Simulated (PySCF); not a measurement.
Species: C₃H₄ClF.
SMILES: `C(/C)(Cl)=C/F`

The calculation used EOM-IP-CCSD/aug-cc-pVDZ in PySCF, restricted Hartree–Fock reference, 9 core orbitals frozen, non-relativistic, gas phase, PBE0-D3(BJ)/def2-SVP geometry.

Hartree–Fock orbital energies give these Koopmans values (eV): HOMO 9.85, HOMO-1 12.58, HOMO-2 13.58, HOMO-3 14.79, HOMO-4 15.31, HOMO-5 16.24, HOMO-6 16.49, HOMO-7 18.64.

What vertical ionisation energies does EOM-IP-CCSD give?

```json
{"leading hole (HF orbital)": "HOMO", "Koopmans (eV)": "9.85", "EOM-IP-CCSD (eV)": "9.49", "change (eV)": "-0.36", "one-hole share": "0.96"}
{"leading hole (HF orbital)": "HOMO-1", "Koopmans (eV)": "12.58", "EOM-IP-CCSD (eV)": "11.63", "change (eV)": "-0.95", "one-hole share": "0.96"}
{"leading hole (HF orbital)": "HOMO-2", "Koopmans (eV)": "13.58", "EOM-IP-CCSD (eV)": "12.61", "change (eV)": "-0.97", "one-hole share": "0.95"}
{"leading hole (HF orbital)": "HOMO-4", "Koopmans (eV)": "15.31", "EOM-IP-CCSD (eV)": "13.73", "change (eV)": "-1.58", "one-hole share": "0.95"}
{"leading hole (HF orbital)": "HOMO-3", "Koopmans (eV)": "14.79", "EOM-IP-CCSD (eV)": "13.88", "change (eV)": "-0.91", "one-hole share": "0.96"}
{"leading hole (HF orbital)": "HOMO-6", "Koopmans (eV)": "16.49", "EOM-IP-CCSD (eV)": "14.78", "change (eV)": "-1.71", "one-hole share": "0.95"}
{"leading hole (HF orbital)": "HOMO-5", "Koopmans (eV)": "16.24", "EOM-IP-CCSD (eV)": "15.09", "change (eV)": "-1.15", "one-hole share": "0.95"}
{"leading hole (HF orbital)": "HOMO-7", "Koopmans (eV)": "18.64", "EOM-IP-CCSD (eV)": "16.85", "change (eV)": "-1.79", "one-hole share": "0.94"}
```

Does the order of the lines follow the orbital energies?

No: the HOMO-4 hole (13.73 eV) falls below the HOMO-3 hole (13.88 eV); the HOMO-6 hole (14.78 eV) falls below the HOMO-5 hole (15.09 eV). The corrections run from -1.79 to -0.36 eV, with a mean of -1.18 eV over the 8 lines; no line lies above its Koopmans value. Koopmans values leave out both the relaxation of the orbitals and the change in correlation energy.

At what kinetic energies would He I light (21.22 eV) eject these electrons?

11.73 eV (HOMO), 9.59 eV (HOMO-1), 8.61 eV (HOMO-2), 7.49 eV (HOMO-4), 7.34 eV (HOMO-3), 6.44 eV (HOMO-6), 6.13 eV (HOMO-5), 4.37 eV (HOMO-7).

What total energy has the lowest final state, and which wavelength reaches it?

E(CCSD) + ionisation energy = -675.68264 + 0.34871 = -675.33393 Eh, at the geometry of the initial state. The threshold wavelength is 1239.84 eV nm/9.49 eV = 130.6 nm.

One root was sought for each valence orbital with −ε under 21 eV, eight at most, so deeper holes and satellites are missing; no vibrational structure.
